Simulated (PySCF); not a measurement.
Telling isomers of CHBN apart by their spectra

These gas-phase data were calculated for one isomer of CHBN at B3LYP-D3(BJ)/def2-SVP (harmonic, unscaled wavenumbers; equilibrium rotational constants with average atomic masses):

```
rotational constants            : 955.2, 10.39, 10.28 GHz
all wavenumbers above 1500 cm⁻¹ : 2746, 2200
```

Candidates:

(1) `B1[C]=N1`, a doublet
(2) `[BH][N+]#[C-]`, a doublet
(3) `[BH]C#N`, a doublet

**Question.** Which candidate do the data belong to? Where the bands don't settle it, estimate the moments of inertia from typical bond lengths.

**Answer.** Candidate (3). The band at 2200 cm⁻¹ lies where the C≡N stretch is expected; (1) has no mode between 2050 and 2420 cm⁻¹. The rotational constants decide the rest: (2) would give 742.8, 11.89, 11.7 GHz.

The same quantities for all candidates:

```
     rotational constants (GHz)  wavenumbers above 1500 cm⁻¹  E above the lowest, B3LYP-D3(BJ)/def2-SVP (kcal/mol)
(1)         49.18, 27.96, 17.83                   2778, 1704                                                   3.8
(2)          742.8, 11.89, 11.7                   2692, 2026                                                   0.0
(3)         955.2, 10.39, 10.28                   2746, 2200                                                   0.1
```

Open shells are spin-unrestricted. Programs: PySCF 2.14.0.
